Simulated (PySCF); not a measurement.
Ethanol, C2H6O, SMILES CCO, B3LYP/def2-SVP optimised geometry.

```
9

C      0.84     0.25     0.00
C     -0.69     0.25     0.00
O     -1.24    -0.36    -1.15
H      1.24     0.78     0.88
H      1.23     0.73    -0.91
H      1.24    -0.78     0.03
H     -1.06    -0.22     0.93
H     -1.06     1.29     0.00
H     -0.95    -1.29    -1.16
```

Density from B3LYP/def2-TZVP (PySCF 2.14.0) at that geometry.

Minimum of the electron density along straight lines between bonded atoms, close to the bond critical point (lines longer than 1.1 times the sum of covalent radii, or with two minima, are not listed):

| bond | length / Å | ρ at the minimum / e bohr⁻³ | ∇²ρ there / e bohr⁻⁵ | position (fraction from the first atom) |
|---|---|---|---|---|
| C1–C2 | 1.524 | 0.253 | -0.65 | 0.50 |
| C2–O3 | 1.413 | 0.264 | -0.62 | 0.36 |
| C1–H4 | 1.103 | 0.271 | -0.91 | 0.64 |
| C1–H5 | 1.101 | 0.273 | -0.92 | 0.64 |
| C1–H6 | 1.104 | 0.270 | -0.90 | 0.64 |
| C2–H7 | 1.110 | 0.276 | -0.94 | 0.64 |
| C2–H8 | 1.103 | 0.282 | -0.99 | 0.65 |
| O3–H9 | 0.966 | 0.360 | … | 0.80 |

Question: Fill in the missing entries.

Answer: 
- O3–H9, ∇²ρ there / e bohr⁻⁵: -2.37
